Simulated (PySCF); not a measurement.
**C: electron affinity**

C⁻ [He] 2s2 2p3 (4S) → C [He] 2s2 2p2 (3P), as a difference of total energies. All numbers are calculated (PySCF 2.14, scalar relativity by spin-free X2C-1e, in dyall-av3z (15s9p3d2f, 71 functions)). Correlated levels: valence: 1s2 frozen; virtual orbitals above 40 to 60 times the deepest correlated orbital energy dropped. The calculations carry no spin-orbit coupling.

```csv
method,electron affinity (eV),error (eV)
UHF,0.449,-0.813
MP2 (valence),1.262,0.000
SCS-MP2 (valence),0.970,-0.292
CCSD (valence),1.145,-0.117
CCSD(T) (valence),1.219,-0.043
```

Reference: 1.262 eV (measured; photodetachment measurements, as compiled on the Wikipedia data page of electron affinities).

Errors of the correlated levels include the incompleteness of this basis and the frozen core.
